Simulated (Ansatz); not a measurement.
Job for Ansatz (a first-principles code): R-CCSD(T)/cc-pVDZ on HOCH3Fts, charge -1. Charge -1.

Ansatz 0.2 input:
```yaml
crystal:
  periodic: [false, false, false]
  atoms:
    - {symbol: F, position_ang: [0.02253600, -0.00745300, 0.00552900]}
    - {symbol: C, position_ang: [-0.01842000, 0.00503700, 1.76492500]}
    - {symbol: H, position_ang: [1.04805000, 0.00524000, 1.85414600]}
    - {symbol: H, position_ang: [-0.54781900, 0.93470700, 1.79222400]}
    - {symbol: H, position_ang: [-0.54895500, -0.92343300, 1.80576200]}
    - {symbol: O, position_ang: [0.00126500, 0.01920000, 3.75059900]}
    - {symbol: H, position_ang: [-0.92676300, 0.03161500, 3.99758100]}
basis:
  gaussian:
    orbitals: cc-pVDZ
total_charge: -1
magnetization: {spin_polarized: false}
correlation: {method: ccsd_t, electrons: outside_noble_gas}
scf: {lower_state_search: off}
```

Program output:

```
Functional definition: HF
[...]
these checks for a lower state are left out or cut short: stability, starts, cluster_reference, orbital_swaps, neighbouring_geometries, increment
integrals: 0.03 GiB planned
562 factors; integrals over basis functions are off by at most 1.3e-3 eV
mean field: 0.09 GiB planned
mean field evaluation 1: about -5832.0100 eV, gradient 2.8e1 eV
mean field evaluation 2: about -5832.0124 eV, gradient 2.8e1 eV
mean field evaluation 4: about -5833.7790 eV, gradient 3.0e0 eV
mean field evaluation 8: about -5833.8084 eV, gradient 5.8e-4 eV
mean field -5833.80838096 eV, -214.3885037029 hartree, gradient 1.1e-6 eV, S^2 0.000000; 0 other end points of the search recorded, 0 dependent functions left out
3 core orbitals not correlated
reference -5833.80838096 eV, -214.3885037029 hartree; 11, 11 occupied and 48, 48 virtual orbitals, 562 factors
second order -14.78236814 eV of doubles, -0.00000000 eV of singles
coupled cluster: 0.12 GiB planned
cycle   1  -14.99229120 eV  change   -2.1e-1 eV  update   1.0e-1
cycle   2  -15.36772824 eV  change   -3.8e-1 eV  update   3.3e-2
cycle   3  -15.50901912 eV  change   -1.4e-1 eV  update   2.1e-2
cycle   4  -15.50223505 eV  change    6.8e-3 eV  update   5.9e-3
cycle   5  -15.49666406 eV  change    5.6e-3 eV  update   2.5e-3
cycle   6  -15.49699992 eV  change   -3.4e-4 eV  update   8.2e-4
cycle   7  -15.49679398 eV  change    2.1e-4 eV  update   3.4e-4
cycle   8  -15.49661051 eV  change    1.8e-4 eV  update   1.2e-4
cycle   9  -15.49667514 eV  change   -6.5e-5 eV  update   6.2e-5
cycle  10  -15.49671983 eV  change   -4.5e-5 eV  update   1.8e-5
cycle  11  -15.49670740 eV  change    1.2e-5 eV  update   7.1e-6
perturbative correction -0.33787014 eV, -0.0124164986 hartree
Total energy: -5849.64295850 eV, -214.9704136944 hartree
Checks for a lower state left out: stability, starts, cluster_reference, orbital_swaps, neighbouring_geometries, increment
```

The calculation finished and met its thresholds.

Cost: around 4 core-seconds (rough).
